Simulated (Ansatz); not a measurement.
Born–Oppenheimer molecular dynamics of C2H7B (10 atoms, charge 0, multiplicity 1). It starts from a relaxed structure.

Theory: RKS r2SCAN-D4/def2-SVP (Ansatz).

| Property | Result |
| --- | --- |
| ensemble | NVT, Nosé–Hoover chain |
| time step | 0.5 fs |
| steps asked | 150 |
| set temperature | 2000 K |
| thermostat | time constant 20 fs, chain length 5 |
| seed | 734510 |

First frame:

```xyz
10
Properties=species:S:1:pos:R:3
B 0.000 -0.088 -0.066
H -0.002 -0.277 1.136
C 1.374 0.097 -0.786
H 1.769 -0.935 -0.900
H 1.322 0.527 -1.798
H 2.131 0.625 -0.186
C -1.373 -0.043 -0.811
H -2.124 -0.743 -0.412
H -1.778 0.967 -0.591
H -1.318 -0.130 -1.907
```

(1) How far do the bonds stretch over the last three quarters of this one trajectory? (Pairs bonded in most of those frames.)

Answers

(1) 
```tsv
bond	mean (Å)	spread (Å)	shortest	longest
B1–H2	1.283	0.142	1.05	1.51
B1–C3	1.567	0.042	1.48	1.62
B1–C7	1.565	0.027	1.52	1.62
C3–H4	1.111	0.017	1.07	1.16
C3–H5	1.127	0.050	1.04	1.21
C3–H6	1.105	0.010	1.09	1.13
C7–H8	1.163	0.124	0.96	1.38
C7–H9	1.114	0.035	1.05	1.21
C7–H10	1.157	0.106	0.97	1.30
```

Mean temperature of the second half: 1974 K. The conserved energy stayed within 2.9 meV per atom of its start (net change 1.9 meV per atom), so the integration is sound. A run of 0.075 ps of so small a system gives no equilibrium averages.

The run took 12 min on 1 thread of Arm Neoverse N1, with other jobs on the host, peak memory 0.14 GiB.
